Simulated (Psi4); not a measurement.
# C2H7Si (SMILES C[SiH]C): U-r2SCAN-D4/def2-SVP (density fitting)

We compute a geometry optimisation of C2H7Si. 

The results are computed with Psi4 1.11.

### Step 1. The molecule

C2H7Si has 10 atoms, charge 0, and is taken as a doublet. As SMILES, `C[SiH]C`. The coordinates come from a PBE0-D4/def2-TZVP relaxation. The run starts from this shape.

Bond lengths: C1–Si2 1.877 Å, Si2–C3 1.877 Å, C1–H4 1.095 Å, C1–H5 1.092 Å, C1–H6 1.092 Å, Si2–H7 1.495 Å, C3–H8 1.092 Å, C3–H9 1.092 Å, C3–H10 1.095 Å. Some angles: C1–Si2–C3 111.8°, C1–Si2–H7 110.2°, C3–Si2–H7 110.2°, Si2–C1–H4 110.5°, Si2–C1–H5 111.1°, Si2–C1–H6 111.0°, Si2–C3–H8 111.0°, Si2–C3–H9 111.1°, Si2–C3–H10 110.5°, H4–C1–H5 108.0°.

### Step 2. A geometry optimisation at U-r2SCAN-D4/def2-SVP (density fitting)

input.in reads:

```
memory 1600 MB

molecule {
  0 2
  C     -1.065300     0.729000    -0.876200
  Si     0.579500     0.676400     0.026300
  C      0.745000    -0.863300     1.086800
  H     -1.173700    -0.143700    -1.529000
  H     -1.145400     1.625300    -1.494500
  H     -1.899100     0.727900    -0.170400
  H      1.707100     0.752000    -0.952200
  H     -0.043500    -0.905000     1.841800
  H      1.708100    -0.884600     1.600600
  H      0.670300    -1.765000     0.469600
}

set globals {
  basis        def2-SVP
  reference    uks
  geom_maxiter 60
}

optimize("r2scan-d4")
```

Started as:

```sh
$ psi4 input.in input.out -n 1
```

input.out:

```text
Psi4 1.11 release

gradient() will perform analytic gradient computation.

   => Loading Basis Set <=

    Name: DEF2-SVP
    Role: ORBITAL
    Keyword: BASIS

   => R2SCAN-D4(BJ,EEQ)ATM: Empirical Dispersion <=

        a1 =       0.515592
        a2 =       5.773429
       alp =      16.000000
        s6 =       1.000000
        s8 =       0.601875
        s9 =       1.000000
        ga =       3.000000
        gc =       2.000000
        wf =       6.000000

         ---------------------------------------------------------
                                   SCF
                              UKS Reference
                        1 Threads,   1525 MiB Core
         ---------------------------------------------------------

  ==> Geometry <==

    Molecular point group: c1
    Full point group: C1

    Geometry (in Angstrom), charge = 0, multiplicity = 2:

       Center              X                  Y                   Z               Mass
    ------------   -----------------  -----------------  -----------------  -----------------
         C           -1.271823779471     0.445859728197    -0.927478571302    12.000000000000
         SI           0.372976220529     0.393259728197    -0.024978571302    27.976926534650
         C            0.538476220529    -1.146440271803     1.035521428698    12.000000000000
[... 6 lines of this table left out ...]
         H            0.463776220529    -2.048140271803     0.418321428698     1.007825032230

  Running in c1 symmetry.

  Rotational constants: A =      0.63577  B =      0.19919  C =      0.16459 [cm^-1]
  Rotational constants: A =  19059.79121  B =   5971.48363  C =   4934.15699 [MHz]
  Nuclear repulsion =  105.428084828156145

  Charge       = 0
  Multiplicity = 2
  Electrons    = 33
  Nalpha       = 17
  Nbeta        = 16

  ==> Algorithm <==

  SCF Algorithm Type is DF.
  DIIS enabled.
  MOM disabled.
  Fractional occupation disabled.
  Guess Type is SAD.
  Energy threshold   = 1.00e-08
  Density threshold  = 1.00e-08
  Integral threshold = 1.00e-12

  ==> Primary Basis <==

  Basis Set: DEF2-SVP
    Blend: DEF2-SVP
    Number of shells: 41
    Number of basis functions: 81
    Number of Cartesian functions: 84
    Spherical Harmonics?: true
    Max angular momentum: 2

  ==> DFT Potential <==

   => LibXC <=

    Version 7.1.2

   => Composite Functional: R2SCAN-D4BJEEQATM <=

    r2SCAN Meta-GGA XC Functional  (0.1021/acs.jpclett.0c02405)

    Deriv               =              1
    GGA                 =           TRUE
    Meta                =           TRUE

    Exchange Hybrid     =          FALSE
    MP2 Hybrid          =          FALSE

   => Exchange Functionals <=

    1.0000   XC_MGGA_X_R2SCAN

   => Correlation Functionals <=

    1.0000   XC_MGGA_C_R2SCAN

   => LibXC Density Thresholds  <==

    XC_MGGA_C_R2SCAN:  1.00E-15
    XC_MGGA_X_R2SCAN:  1.00E-11

   => Molecular Quadrature <=

    Radial Scheme          =       TREUTLER
    Pruning Scheme         =           NONE
    Nuclear Scheme         =       TREUTLER

    Blocking Scheme        =         OCTREE
    BS radius alpha        =              1
    Pruning alpha          =              1
    Radial Points          =             75
    Spherical Points       =            302
    Total Points           =         215908
    Total Blocks           =           1626
    Max Points             =            256
    Max Functions          =             81
    Weights Tolerance      =       1.00E-15

   => Loading Basis Set <=

    Name: (DEF2-SVP AUX)
    Role: JKFIT
    Keyword: DF_BASIS_SCF

  ==> Integral Setup <==

  DFHelper Memory: AOs need 0.022 GiB; user supplied 0.095 GiB.
  SCF_SUBTYPE=INCORE selected. In-core MEM_DF algorithm will be used.
  Using in-core AOs.

  ==> MemDFJK: Density-Fitted J/K Matrices <==

    J tasked:                   Yes
    K tasked:                    No
    wK tasked:                   No
    Memory [MiB]:                97
    Algorithm:                 Core
    Schwarz Cutoff:           1E-12
    Mask sparsity (%):       0.5487
    Fitting Condition:        1E-10

   => Auxiliary Basis Set <=

  Basis Set: (DEF2-SVP AUX)
    Blend: DEF2-UNIVERSAL-JKFIT
    Number of shells: 130
    Number of basis functions: 404
    Number of Cartesian functions: 473
    Spherical Harmonics?: true
    Max angular momentum: 4

  Cached 100.0% of DFT collocation blocks in 1.022 [GiB].

  Minimum eigenvalue in the overlap matrix is 8.8052153397E-03.
  Reciprocal condition number of the overlap matrix is 1.6000738505E-03.
    Using symmetric orthogonalization.

  ==> Pre-Iterations <==

  SCF Guess: Superposition of Atomic Densities via on-the-fly atomic UHF (no occupation information).

   -------------------------
    Irrep   Nso     Nmo
   -------------------------
     A         81      81
   -------------------------
    Total      81      81
   -------------------------

  ==> Iterations <==

                           Total Energy        Delta E     RMS |[F,P]|

   @DF-UKS iter SAD:  -369.07003701232946   -3.69070e+02   0.00000e+00
[... 2 lines left out ...]
   @DF-UKS iter   3:  -369.64708749067614   -8.02852e-01   8.89609e-04 ADIIS/DIIS
[... 2 lines left out ...]
   @DF-UKS iter   6:  -369.65148844150229   -7.14165e-06   1.01116e-05 DIIS
[... 2 lines left out ...]
   @DF-UKS iter   9:  -369.65148900071370   -7.57177e-09   2.26387e-07 DIIS
[... 2 lines left out ...]
   @DF-UKS iter  12:  -369.65148900110023   -7.16227e-12   1.85801e-08 DIIS
[... 10 lines left out ...]
   @Spin Contamination Metric:   3.070183322E-03
[... 2 lines left out ...]
   @S   Expected:                5.000000000E-01
[... 47 lines left out ...]
  @DF-UKS Final Energy:  -369.65148900110160
[... 5 lines left out ...]
    Two-Electron Energy =                 276.0907304206226627
[... 2 lines left out ...]
    VV10 Nonlocal Energy =                  0.0000000000000000
[... 25 lines left out ...]
 Dipole Y            :          2.1621744           -2.4054871           -0.2433127
[... 122 lines left out ...]
	                                 ==> Convergence Check <==
[... 8 lines left out ...]
	  Convergence Criteria     1.00e-06 *    3.00e-04 *             o    1.20e-03 *             o~
[... 139 lines left out ...]
   @DF-UKS iter   0:  -369.63236076397027   -3.69632e+02   4.44311e-04
[... 2 lines left out ...]
   @DF-UKS iter   3:  -369.65190605678271   -8.69741e-05   7.32991e-06 DIIS
[... 2 lines left out ...]
   @DF-UKS iter   6:  -369.65190634132028   -1.16978e-09   1.53261e-07 DIIS
[... 2 lines left out ...]
   @DF-UKS iter   9:  -369.65190634147467   -1.53477e-12   8.21099e-09 DIIS
[... 10 lines left out ...]
   @S^2 Expected:                7.500000000E-01
[... 2 lines left out ...]
   @S   Observed:                5.000000000E-01
[... 12 lines left out ...]
    Nuclear Repulsion Energy =            104.7692737279283222
[... 2 lines left out ...]
    DFT Exchange-Correlation Energy =     -34.2450589691201372
[... 2 lines left out ...]
    Total Energy =                       -369.6519063414746711
[... 25 lines left out ...]
 Dipole Z            :          0.5611347           -0.5312412            0.0298935
[... 92 lines left out ...]
	Measures of convergence in internal coordinates in au.
[... 76 lines left out ...]
    Weights Tolerance      =       1.00E-15
[... 22 lines left out ...]
   @DF-UKS iter   1:  -369.65191349400635   -2.27749e-04   7.27024e-06 DIIS
[... 2 lines left out ...]
   @DF-UKS iter   4:  -369.65191381905004   -8.47751e-09   5.41292e-07 DIIS
[... 2 lines left out ...]
   @DF-UKS iter   7:  -369.65191382088688   -8.52651e-12   1.32281e-08 DIIS
[... 10 lines left out ...]
   @Spin Contamination Metric:   3.099241986E-03
[... 2 lines left out ...]
   @S   Expected:                5.000000000E-01
[... 9 lines left out ...]
  @DF-UKS Final Energy:  -369.65191382088744
[... 5 lines left out ...]
    Two-Electron Energy =                 275.4201364220479036
[... 2 lines left out ...]
    VV10 Nonlocal Energy =                  0.0000000000000000
[... 25 lines left out ...]
 Dipole Y            :          2.1840840           -2.4216367           -0.2375527
[... 91 lines left out ...]
	                                 ==> Convergence Check <==
[... 8 lines left out ...]
	  Convergence Criteria     1.00e-06 *    3.00e-04 *             o    1.20e-03 *             o
[... 91 lines left out ...]
   @DF-UKS iter   0:  -369.65209248076104   -3.69652e+02   2.00814e-05
[... 2 lines left out ...]
   @DF-UKS iter   3:  -369.65191370773192   -1.83697e-08   4.33727e-07 DIIS
[... 2 lines left out ...]
   @DF-UKS iter   6:  -369.65191370854677   -1.05729e-11   9.78740e-09 DIIS
[... 10 lines left out ...]
   @S^2 Expected:                7.500000000E-01
[... 2 lines left out ...]
   @S   Observed:                5.000000000E-01
[... 39 lines left out ...]
    Final Occupation by Irrep:
              A
    DOCC [    16 ]
    SOCC [     1 ]
    NA   [    17 ]
    NB   [    16 ]

  @DF-UKS Final Energy:  -369.65191370854677

   => Energetics <=

    Nuclear Repulsion Energy =            104.7719763588568611
    One-Electron Energy =                -715.5970490167082971
    Two-Electron Energy =                 275.4198787279103726
    DFT Exchange-Correlation Energy =     -34.2452490992018781
    Empirical Dispersion Energy =          -0.0014706794037526
    VV10 Nonlocal Energy =                  0.0000000000000000
    Total Energy =                       -369.6519137085467719

  UHF NO Occupations:
  HONO-2 :   15  A 1.9997572
  HONO-1 :   16  A 1.9990085
  HONO-0 :   17  A 1.0000000
  LUNO+0 :   18  A 0.0009915
  LUNO+1 :   19  A 0.0002428
  LUNO+2 :   20  A 0.0002214
  LUNO+3 :   21  A 0.0000695

Computation Completed

Properties will be evaluated at   0.000000,   0.000000,   0.000000 [a0]

Properties computed using the SCF density matrix

 Multipole Moments:

 ------------------------------------------------------------------------------------
     Multipole            Electronic (a.u.)      Nuclear  (a.u.)        Total (a.u.)
 ------------------------------------------------------------------------------------

 L = 1.  Multiply by 2.5417464519 to convert [e a0] to [Debye]
 Dipole X            :          1.3014288           -1.5458702           -0.2444414
 Dipole Y            :          2.1802027           -2.4186407           -0.2384381
 Dipole Z            :          0.5682785           -0.5362676            0.0320109
 Magnitude           :                                                    0.3429708

 ------------------------------------------------------------------------------------

	total time  =          7 seconds =       0.12 minutes

         ------------------------------------------------------------
                                   SCF GRAD
         ------------------------------------------------------------

  ==> Geometry <==

    Molecular point group: c1
    Full point group: C1

    Geometry (in Angstrom), charge = 0, multiplicity = 2:

       Center              X                  Y                   Z               Mass
    ------------   -----------------  -----------------  -----------------  -----------------
         C           -1.279871741304     0.450453326119    -0.928833423875    12.000000000000
         SI           0.377261107917     0.393269459857    -0.028906740294    27.976926534650
         C            0.539548490377    -1.149878141057     1.044213248581    12.000000000000
[... 6 lines of this table left out ...]
         H            0.472081488298    -2.064112712808     0.427818440455     1.007825032230

  Nuclear repulsion =  104.771976358856861

   => Molecular Quadrature <=

    Radial Scheme          =       TREUTLER
    Pruning Scheme         =           NONE
    Nuclear Scheme         =       TREUTLER

    Blocking Scheme        =         OCTREE
    BS radius alpha        =              1
    Pruning alpha          =              1
    Radial Points          =             75
    Spherical Points       =            302
    Total Points           =         215995
    Total Blocks           =           1614
    Max Points             =            256
    Max Functions          =             81
    Weights Tolerance      =       1.00E-15

  -Total Gradient:
     Atom            X                  Y                   Z
    ------   -----------------  -----------------  -----------------
       1       -0.000082731194     0.000024257179    -0.000029562735
       2        0.000017005369     0.000069580780     0.000040246650
       3        0.000010384157    -0.000056515702     0.000071313609
[... 6 lines of this table left out ...]
      10        0.000012755625     0.000030054052    -0.000006973212

	total time  =          2 seconds =       0.03 minutes

    			-----------------------------------------

    			 OPTKING 3.0: for geometry optimizations

    			        with contributions from

    			-----------------------------------------

	                            ===> Fragment 1 <==

	 Z (Atomic Numbers)          Masses                          Geom
	       6.000000            12.000000         -2.41860707  0.85123342 -1.75524079
	      14.000000            27.976927          0.71292017  0.74317157 -0.05462582
	       6.000000            12.000000          1.01959888 -2.17295476  1.97327706
[... 6 lines of this table left out ...]
	       1.000000             1.007825          0.89210472 -3.90060772  0.80845968

	 - Coordinate -           - BOHR/RAD -       - ANG/DEG -
	 R(1,2)           =         3.565141           1.886591
	 R(1,4)           =         2.087543           1.104680
	 R(1,5)           =         2.080960           1.101197
[... 32 lines of this table left out ...]
	 D(7,2,3,10)      =        -1.093128         -62.631594

	        --- Internal Coordinate Step in ANG or DEG, aJ/ANG or AJ/DEG ---
	-------------------------------------------------------------------------------
	           Coordinate      Previous         Force          Change          New
	           ----------      --------        ------          ------        ------
	               R(1,2)       1.88659       -0.00033       -0.00012       1.88647
	               R(1,4)       1.10468       -0.00001        0.00000       1.10468
	               R(1,5)       1.10120        0.00005        0.00001       1.10121
[... 32 lines of this table left out ...]
	          D(7,2,3,10)     -62.63159       -0.00000       -0.03750     -62.66909
	-------------------------------------------------------------------------------

	                                 ==> Convergence Check <==

	Measures of convergence in internal coordinates in au.

	Criteria marked as inactive (o), active & met (*), and active & unmet ( ).

	----------------------------------------------------------------------------------------------
	   Step    Total Energy     Delta E     Max Force     RMS Force      Max Disp      RMS Disp
	----------------------------------------------------------------------------------------------
	  Convergence Criteria     1.00e-06 *    3.00e-04 *             o    1.20e-03 *             o
	----------------------------------------------------------------------------------------------
	     4    -369.65191371    1.12e-07 *    7.66e-05 *    2.36e-05 o    6.57e-04 *    3.17e-04 o  ~
	----------------------------------------------------------------------------------------------

Next Geometry in Ang
	Fragment 1 (Ang)

	    C  -1.2795826307   0.4502986045  -0.9286742217
	   Si   0.3775924066   0.3934662390  -0.0290516856
	    C   0.5394284757  -1.1496790877   1.0439303526
[... 6 lines of this table left out ...]
	    H   0.4715609507  -2.0639972432   0.4277004103

    Final optimized geometry and variables:
    Molecular point group: c1
    Full point group: C1

    Geometry (in Angstrom), charge = 0, multiplicity = 2:

    C           -1.279871741304     0.450453326119    -0.928833423875
    SI           0.377261107917     0.393269459857    -0.028906740294
    C            0.539548490377    -1.149878141057     1.044213248581
[... 6 lines of this table left out ...]
    H            0.472081488298    -2.064112712808     0.427818440455

    Psi4 run time: 0:00:51.67

[set-up sections that repeat, and orbital energies of the middle runs, are left out above]
```

Standard output:

```text
Optimizer: Optimization complete!
```

Run time: 53 s. Hardware: 1 thread of Intel Xeon 6975P-C (Granite Rapids), shared host; peak memory 1.3 GiB.

The path in brief:

```tsv
step	energy from the first frame kept (eV)	largest force (eV/Å)
0	0.0000	0.3195
1	-0.0114	0.0399
2	-0.0116	0.0154
3	-0.0116	0.0047
```

After the run. Bond lengths: C1–Si2 1.887 Å, Si2–C3 1.887 Å, C1–H4 1.105 Å, C1–H5 1.101 Å, C1–H6 1.102 Å, Si2–H7 1.502 Å, C3–H8 1.102 Å, C3–H9 1.101 Å, C3–H10 1.105 Å. Some angles: C1–Si2–C3 111.8°, C1–Si2–H7 110.3°, C3–Si2–H7 110.3°, Si2–C1–H4 110.8°, Si2–C1–H5 111.4°, Si2–C1–H6 111.2°, Si2–C3–H8 111.2°, Si2–C3–H9 111.4°, Si2–C3–H10 110.8°, H4–C1–H5 107.8°.

### Step 3. Summary of results

Level: U-r2SCAN-D4/def2-SVP (density fitting).

```
                          quantity          value
           total energy at the end  -369.65191 Eh
                     dipole moment         0.87 D
HOMO energy (highest over α and β)       -4.73 eV
 LUMO energy (lowest over α and β)       -2.12 eV
                 dispersion energy   -3.86 kJ/mol
                              ⟨S²⟩          0.753
```

At the final geometry: Bond lengths: C1–Si2 1.887 Å, Si2–C3 1.887 Å, C1–H4 1.105 Å, C1–H5 1.101 Å, C1–H6 1.102 Å, Si2–H7 1.502 Å, C3–H8 1.102 Å, C3–H9 1.101 Å, C3–H10 1.105 Å. Some angles: C1–Si2–C3 111.8°, C1–Si2–H7 110.3°, C3–Si2–H7 110.3°, Si2–C1–H4 110.8°, Si2–C1–H5 111.4°, Si2–C1–H6 111.2°, Si2–C3–H8 111.2°, Si2–C3–H9 111.4°, Si2–C3–H10 110.8°, H4–C1–H5 107.8°. The optimisation took 4 steps and changed the energy by -0.012 eV.
